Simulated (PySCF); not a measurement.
Point-charge models of `C[C@@H]1CCCS1` (2-methyltetrahydrothiophene) against its computed dipole.

Coordinates (PBE0-D3(BJ)/def2-SVP, Å) and charges (e) from the PBE0/pcSseg-1 density (PySCF):

| atom | x | y | z | Mulliken | IAO | Hirshfeld | ESP-fitted |
| --- | --- | --- | --- | --- | --- | --- | --- |
| C1 | 2.158 | 0.258 | -0.376 | -0.1967 | -0.4086 | -0.1215 | -0.5940 |
| C2 | 0.866 | -0.026 | 0.365 | -0.4346 | -0.1664 | -0.0232 | +0.2814 |
| C3 | -0.164 | -0.814 | -0.437 | -0.1720 | -0.2524 | -0.0703 | -0.0649 |
| C4 | -1.518 | -0.578 | 0.214 | -0.2201 | -0.2517 | -0.0688 | -0.3362 |
| C5 | -1.652 | 0.930 | 0.383 | -0.3153 | -0.3331 | -0.0732 | -0.0188 |
| S6 | 0.010 | 1.537 | 0.848 | -0.0004 | +0.0142 | -0.0328 | -0.3245 |
| H7 | 2.661 | -0.685 | -0.647 | +0.1172 | +0.1372 | +0.0414 | +0.1358 |
| H8 | 1.960 | 0.828 | -1.297 | +0.1175 | +0.1409 | +0.0355 | +0.1405 |
| H9 | 2.858 | 0.844 | 0.239 | +0.1295 | +0.1445 | +0.0414 | +0.1964 |
| H10 | 1.092 | -0.570 | 1.298 | +0.1543 | +0.1371 | +0.0306 | +0.0318 |
| H11 | -0.178 | -0.437 | -1.475 | +0.1205 | +0.1291 | +0.0373 | +0.0819 |
| H12 | 0.106 | -1.882 | -0.479 | +0.1322 | +0.1388 | +0.0436 | +0.0517 |
| H13 | -1.544 | -1.065 | 1.203 | +0.1268 | +0.1346 | +0.0389 | +0.1158 |
| H14 | -2.350 | -0.992 | -0.378 | +0.1316 | +0.1407 | +0.0443 | +0.1154 |
| H15 | -2.374 | 1.209 | 1.164 | +0.1568 | +0.1530 | +0.0424 | +0.0998 |
| H16 | -1.965 | 1.410 | -0.558 | +0.1527 | +0.1422 | +0.0347 | +0.0881 |

Task: What dipole does each set of charges give (1 e·Å = 4.803 D), and what does the density give?

Result: The full density gives (-0.60, -1.83, -0.79) D, 2.08 D in size; dipole vectors point from the negative to the positive end.

```csv
scheme,μx,μy,μz,size (D),share of the full size (%),angle to the full dipole (°)
Mulliken,-0.11,-0.91,-1.04,1.39,67,28
IAO,-0.18,-0.90,-0.36,0.98,47,6
Hirshfeld,-0.24,-0.56,-0.20,0.64,31,6
ESP-fitted,-0.60,-1.85,-0.79,2.10,101,0
```

Task: Which set comes closest?

Result: Length of the difference vector: ESP-fitted 0.02 D, Mulliken 1.07 D, IAO 1.11 D, Hirshfeld 1.45 D. Closest: ESP-fitted. ESP charges are fitted to the potential around the molecule, whose slowest-falling term is the dipole's. The schemes that divide the density aren't constrained to reproduce the dipole.

Task: What is left for the Hirshfeld atoms' own dipoles?

Result: The shares of the density sum to the whole, so what Σ q r misses lies in dipoles about the nuclei. The atomic dipoles sum to (-0.60, -1.83, -0.79) − (-0.24, -0.56, -0.20) = (-0.36, -1.27, -0.59) D, 1.45 D in size.

Task: With the origin at the mean of the coordinates, (-0.002, -0.002, 0.004) Å, which are the largest single terms, by size, of the Mulliken dipole along the direction of the full one?

Result: H12 +1.15, H14 +1.07, H9 -1.03, C4 -0.91, C3 -0.77 D; all 16 atoms together +1.23 D. The single terms depend on the origin, their sum doesn't.

Task: Give the size of the full dipole in other units.

Result: 2.08 D = 0.820 au = 0.434 e·Å = 6.95 × 10⁻³⁰ C·m.

The structure is a single PBE0-D3(BJ)/def2-SVP conformer in the gas phase; no vibrational or solvent corrections.

These values come from a run that also computed NMR shieldings. Time: 12 s wall; peak memory 0.94 GiB. Hardware: one thread, Intel Xeon 6975P-C (x86_64), no GPU, on a shared host.
